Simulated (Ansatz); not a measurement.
Which YAML input does this script hand to the engine? (Ansatz's Python interface)

`run_opt.py`:
```python
'''Relax the C3H6N2O molecule.'''

import ansatz
import numpy as np

BASIS_SET = 'def2-SVP'
XC = 'pbe'

geometry_ang = [
    ('C', (-0.3042, -1.573, 0.8634)),
    ('O', (0.6806, -0.5907, 0.6006)),
    ('C', (0.6409, -0.1351, -0.7698)),
    ('N', (-0.3703, 0.7339, -1.1569)),
    ('C', (-0.3979, 1.7851, -0.6967)),
    ('N', (-0.3611, 2.8711, -0.1937)),
    ('H', (-0.2562, -1.8417, 1.9001)),
    ('H', (-0.1964, -2.3926, 0.2076)),
    ('H', (-1.3316, -1.0579, 0.7346)),
    ('H', (1.6313, 0.3805, -0.9025)),
    ('H', (0.6851, -1.0107, -1.3978)),
    ('H', (-0.3431, 2.776, 0.845)),
]
mol = ansatz.Crystal.molecule()
for symbol, xyz in geometry_ang:
    mol = mol.atom(symbol, xyz)

base = mol.calculation().basis(gaussian=BASIS_SET).functional(XC)
symbols = [site.symbol for site in mol.cartesian_sites]
start = np.array([site.position_ang for site in mol.cartesian_sites], dtype=float)
def progress(event):
    if event['event'] == 'relax_step':
        row = event['data']
        print(f'step {row["step"]:3d}  E = {row["lagrangian_ev"]:.6f} eV  max force {row["allowed_force_max_ev_ang"]:.4f} eV/A')


r = base.relax(force_tolerance=0.005, max_steps=100).session().plan().execute(on_event=progress).report
end = np.array(r['positions_ang'])

print(f'E = {r["free_energy_ev"]:.6f} eV = {r["free_energy_ev"] / 27.211386246:.7f} Ha')
print('converged:', r['converged'], ' doubts:', r['published_state_doubts'] or 'none')

print('bond        before    after (A)')
for i, j in [(0, 1), (0, 6), (0, 7), (0, 8), (1, 2), (2, 3), (2, 9), (2, 10), (3, 4), (4, 5), (5, 11)]:
    d0, d1 = (np.linalg.norm(xyz[i] - xyz[j]) for xyz in (start, end))
    print(f'{symbols[i]}{i}-{symbols[j]}{j}'.ljust(10), f'{d0:8.4f} {d1:8.4f}')

charges = r['charge_distribution']
print('dipole moment', round(4.803205 * float(np.linalg.norm(charges['dipole_moment_e_ang'])), 3), 'D')
print('Mulliken:', [(s, round(q, 3)) for s, q in zip(symbols, charges['mulliken_charges_e'])])
with open('c3h6n2o_opt.xyz', 'w') as handle:
    handle.write(f'{len(symbols)}\nrelaxed C3H6N2O\n')
    handle.writelines(f'{s:2s} {x:11.6f} {y:11.6f} {z:11.6f}\n' for s, (x, y, z) in zip(symbols, end))
```

Running `python run_opt.py` prints:
```text
step   1  E = -8217.547015 eV  max force 7.2584 eV/A
step   2  E = -8218.413351 eV  max force 1.3960 eV/A
step   3  E = -8218.520474 eV  max force 1.2070 eV/A
step   4  E = -8218.629082 eV  max force 0.8769 eV/A
step   5  E = -8218.665863 eV  max force 0.3275 eV/A
step   6  E = -8218.630035 eV  max force 0.5634 eV/A
step   7  E = -8218.674095 eV  max force 0.4096 eV/A
step   8  E = -8218.679270 eV  max force 0.2135 eV/A
step   9  E = -8218.679964 eV  max force 0.2669 eV/A
step  10  E = -8218.683502 eV  max force 0.2678 eV/A
step  11  E = -8218.689046 eV  max force 0.0632 eV/A
step  12  E = -8218.689286 eV  max force 0.0597 eV/A
step  13  E = -8218.689708 eV  max force 0.0196 eV/A
step  14  E = -8218.690055 eV  max force 0.0318 eV/A
step  15  E = -8218.690199 eV  max force 0.0517 eV/A
step  16  E = -8218.690701 eV  max force 0.0585 eV/A
step  17  E = -8218.691465 eV  max force 0.1384 eV/A
step  18  E = -8218.692379 eV  max force 0.1403 eV/A
step  19  E = -8218.693917 eV  max force 0.2205 eV/A
step  20  E = -8218.695629 eV  max force 0.1674 eV/A
step  21  E = -8218.691838 eV  max force 0.3172 eV/A
step  22  E = -8218.699041 eV  max force 0.1474 eV/A
step  23  E = -8218.699935 eV  max force 0.2264 eV/A
step  24  E = -8218.702637 eV  max force 0.2166 eV/A
step  25  E = -8218.703617 eV  max force 0.0873 eV/A
step  26  E = -8218.705482 eV  max force 0.0879 eV/A
step  27  E = -8218.705173 eV  max force 0.1797 eV/A
step  28  E = -8218.706474 eV  max force 0.0576 eV/A
step  29  E = -8218.706973 eV  max force 0.0684 eV/A
step  30  E = -8218.707174 eV  max force 0.0632 eV/A
step  31  E = -8218.707215 eV  max force 0.0426 eV/A
step  32  E = -8218.707515 eV  max force 0.0570 eV/A
step  33  E = -8218.707602 eV  max force 0.0165 eV/A
step  34  E = -8218.707619 eV  max force 0.0127 eV/A
step  35  E = -8218.707639 eV  max force 0.0076 eV/A
step  36  E = -8218.707651 eV  max force 0.0051 eV/A
step  37  E = -8218.707653 eV  max force 0.0024 eV/A
E = -8218.707687 eV = -302.0319367 Ha
converged: True  doubts: none
bond        before    after (A)
C0-O1        1.4156   1.4143
C0-H6        1.0720   1.1069
C0-H7        1.0552   1.1167
C0-H8        1.1565   1.1151
O1-C2        1.4447   1.4018
C2-N3        1.3884   1.4460
C2-H9        1.1244   1.1114
C2-H10       1.0784   1.1179
N3-C4        1.1479   1.2269
C4-N5        1.1974   1.2382
N5-H11       1.0432   1.0249
dipole moment 2.447 D
Mulliken: [('C', 0.115), ('O', -0.33), ('C', 0.256), ('N', -0.142), ('C', -0.123), ('N', -0.071), ('H', 0.048), ('H', 0.016), ('H', 0.02), ('H', 0.047), ('H', 0.017), ('H', 0.147)]
```

`input.yaml`:
```yaml
crystal:
  periodic: [false, false, false]
  atoms:
    - { symbol: C, position_ang: [-0.3042, -1.573, 0.8634] }
    - { symbol: O, position_ang: [0.6806, -0.5907, 0.6006] }
    - { symbol: C, position_ang: [0.6409, -0.1351, -0.7698] }
    - { symbol: "N", position_ang: [-0.3703, 0.7339, -1.1569] }
    - { symbol: C, position_ang: [-0.3979, 1.7851, -0.6967] }
    - { symbol: "N", position_ang: [-0.3611, 2.8711, -0.1937] }
    - { symbol: H, position_ang: [-0.2562, -1.8417, 1.9001] }
    - { symbol: H, position_ang: [-0.1964, -2.3926, 0.2076] }
    - { symbol: H, position_ang: [-1.3316, -1.0579, 0.7346] }
    - { symbol: H, position_ang: [1.6313, 0.3805, -0.9025] }
    - { symbol: H, position_ang: [0.6851, -1.0107, -1.3978] }
    - { symbol: H, position_ang: [-0.3431, 2.776, 0.845] }
basis:
  gaussian:
    orbitals: def2-SVP
hamiltonian:
  xc: pbe
relax:
  f_tol: 0.005
  max_steps: 100
```

Caveats:
- Total energies depend on the basis set; only differences at equal settings carry meaning.
- The end point is the stationary point reached from this start; no frequency run checks that it is a minimum, and the basis set is modest.
- It ran for 3.1 min on 1 thread of Intel(R) Xeon(R) Platinum 8259CL CPU @ 2.50GHz (Skylake/Cascade Lake), on a shared host, peak memory 0.23 GiB.

(Lines on the test bed's own set-up are left out of the output.)
